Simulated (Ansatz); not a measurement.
`C=C(Cl)CC` + H₂O → `C=C(O)Cl` + `CC` at 600 K and 1 bar (formal hydrolysis of a C–C bond).

Program: Ansatz. Geometries: PBE0-D4/def2-TZVP. ΔE: electronic, gas phase. CCSD(T)/CBS adds triple-zeta CCSD(T) − MP2 to the extrapolated MP2 energy (def2 sets, frozen cores). This one scheme is used for every species. One conformer a species, not always the lowest.

```tsv
species	CCSD(T)/CBS energy (Eh)	H − E (kJ/mol)	S (J/(mol·K))
`C=C(Cl)CC`	-616.18776	319.4	412.6
H₂O	-76.37941	76.8	212.8
`C=C(O)Cl`	-612.82898	165.5	347.0
`CC`	-79.71954	228.8	274.9
```

H − E and S are ideal-gas, rigid-rotor, harmonic terms from PBE0-D4/def2-TZVP, for one conformer and one mirror image of each species. 1 Eh = 2625.50 kJ/mol, R = 8.31446 J/(mol·K).

By hand: ΔE, ΔH, ΔS and ΔG.

ΔE = (-612.82898) + (-79.71954) − (-616.18776) − (-76.37941) = 0.01865 Eh = 49.0 kJ/mol. Δ(H − E) = 165.5 + 228.8 − 319.4 − 76.8 = -1.9, so ΔH = 47.1 kJ/mol. ΔS = 347.0 + 274.9 − 412.6 − 212.8 = -3.5 J/(mol·K). ΔG = 47.1 − 600 × (-3.5)/1000 = 49.2 kJ/mol.

By hand: the equilibrium constant, and the temperature at which ΔG would vanish if ΔH and ΔS stayed fixed.

log₁₀ K = −ΔG/(RT ln 10) = -4.3. ΔH and −TΔS have one sign here, so there is no such temperature.

The number of gas molecules stays the same, so ΔS is small and ΔH decides. A doubt of 5 kJ/mol in ΔE shifts log₁₀ K by 0.4 here. Other conformers and mirror images would add mixing entropy, several J/(mol·K) or more a flexible species. These are equilibria of isolated gas molecules and say nothing of rates. Largest T1 diagnostic: 0.011 (customary marks: 0.02 for closed shells, 0.045 for open ones).

ΔS is within the doubt of such terms, so its sign, and with it that verdict, could turn.
